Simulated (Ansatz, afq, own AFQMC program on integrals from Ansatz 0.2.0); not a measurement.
HBr + SiH, doublet: a scan with AFQMC

```xyz
4

Br   -2.0578    0.3699    0.0000
H    -0.6372    0.3699    0.0000
Si    1.1492    0.3699    0.0000
H     1.5457   -1.1096    0.0000
```

A hydrogen atom is moved from one rigid fragment to the other; the Br1–H2 distance tells how far. The two fragments are held close together, so this isn't a minimum-energy path and the start is a compressed complex. Energies in mEh count from this geometry (1.421 Å) at the same level; the start stands on UHF, each point on the determinant named.

Basis cc-pVTZ. Noble-gas cores (and the filled d shells of Ga–Kr and In–Xe) are frozen. Ansatz 0.2.0 and our own AFQMC program on the same integrals; the CISD trial comes from CCSD amplitudes, and released means the phaseless constraint is let go. ± is one standard error of the sampling. No spin–orbit coupling.

Cautions, each for one point or more: an unrestricted solution with more broken spin lies lower; higher spins were not checked; inner d shell frozen; no relativity below Rb; no spin-orbit coupling; strong correlation; unrestricted determinant slightly spin contaminated; unrestricted determinant spin contaminated; walk and cluster series may follow different spin states.

| r(Br1–H2) / Å | det. | T1 | weight | ⟨S²⟩ | PBE | wB97M-V | CCSD(T) |
| --- | --- | --- | --- | --- | --- | --- | --- |
| 1.520 | UHF | 0.018 | 0.84 | 0.80 | -4.5 | -2.7 | -2.1 |
| 1.569 | UHF | 0.019 | 0.84 | 0.80 | -5.1 | -2.7 | -1.9 |
| 1.668 | UHF¶ | 0.080 | 0.72 | 1.12 | -3.3 | -0.7 | 1.1 |
| 1.767 | UHF¶ | 0.085 | 0.70 | 1.19 | 3.0 | 4.9 | 7.4 |

Problem. Estimate the curve of CCSDT(Q), counted from the same start.

Solution. 
| r(Br1–H2) / Å | det. | T1 | weight | ⟨S²⟩ | CCSDT(Q) | ph-AFQMC/CISD | released AFQMC |
| --- | --- | --- | --- | --- | --- | --- | --- |
| 1.520 | UHF | 0.018 | 0.84 | 0.80 | -2.3 | -2.6 ± 0.3 | – |
| 1.569 | UHF | 0.019 | 0.84 | 0.80 | -2.0 | -2.1 ± 0.3 | -1.8 ± 0.5 |
| 1.668 | UHF¶ | 0.080 | 0.72 | 1.12 | 0.4 | 0.9 ± 0.3 | 0.6 ± 0.5* |
| 1.767 | UHF¶ | 0.085 | 0.70 | 1.19 | 6.5 | 6.7 ± 0.4 | 6.8 ± 0.6* |

Weight is that of the determinant in the CISD state; at the start T1 is 0.016 and the weight 0.85, and ⟨S²⟩ is 0.79. ¶ marks points with a poor determinant and no full CI, where no value is sure; they don't count among the departures. An asterisk marks released energies that aren't shown to be converged. Symmetry can't show for every point that it stays on the start's state. A dash marks a missing value, a released energy that hasn't settled or a functional that sits on another state. Largest departures from CCSDT(Q), at the points where its series has closed: CCSD(T) 0.2 mEh at 1.569 (on UHF), ph-AFQMC/CISD -0.4 mEh at 1.520 (on UHF) (within the noise), PBE -3.0 mEh at 1.569, wB97M-V -0.6 mEh at 1.569. Functionals count only at points shown to share the start's state and spin. In total energy ph-AFQMC/CISD lies 23 ± 6 meV above CCSDT(Q) at the start, so its agreement along the curve rests in part on cancellation.

CCSDT and higher add their correlation energy to the determinant of the CCSD(T) run, since their own runs factorise the integrals more tightly (a shift of under 2 meV). A walk keeps the symmetry of its determinant, which the program's search chose and which needn't be the lowest solution, so a lower state of the same spin and another symmetry isn't excluded.
